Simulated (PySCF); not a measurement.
## Vibration and rotation of CCl⁺

RHF-CCSD(T) constants of CCl⁺, ¹Σ⁺ (singlet), closed shell (basis C cc-pVDZ, Cl cc-pV(D+d)Z; no relativity; PySCF 2.14; masses 12.0000 and 34.9689 u):

| Quantity | Value |
| --- | --- |
| ωe | 1184.1 cm⁻¹ |
| ωexe | 6.89 cm⁻¹ |
| Be | 0.77797 cm⁻¹ |
| αe | 0.00634 cm⁻¹ |
| D (centrifugal) | 1.34e-06 cm⁻¹ |
| De to C⁺ + Cl | 6.22 eV |

Give the vibrational terms G(v) and spacings up to v = 6.

G(v) = ωe(v+½) − ωexe(v+½)².

| v | G(v) (cm⁻¹) | G(v) − G(v−1) | Bv (cm⁻¹) |
| --- | --- | --- | --- |
| 0 | 590 |  | 0.7748 |
| 1 | 1761 | 1170 | 0.7685 |
| 2 | 2917 | 1157 | 0.7621 |
| 3 | 4060 | 1143 | 0.7558 |
| 4 | 5189 | 1129 | 0.7494 |
| 5 | 6304 | 1115 | 0.7431 |
| 6 | 7406 | 1101 | 0.7368 |

How well does the Morse estimate ωe²/(4ωexe) reproduce De, and what is D0?

It gives 6.31 eV, 101 % of the computed De. D0 = De − G(0) = 6.22 − 0.07 = 6.15 eV.

Correlated steps freeze 6 core orbitals. Correlated levels converge slowly with the basis: in double zeta they bind strong bonds too weakly, by up to about 1 eV, and carry superposition errors of some tenths. For an ion De counts to the pair picked by the measured ionisation energies or electron affinities, which need not be the lowest pair at this level. Where the molecule has an RHF reference, its open-shell atoms are computed with UHF. The CCSD T1 diagnostic is raised, a sign that a single reference may not be enough here.
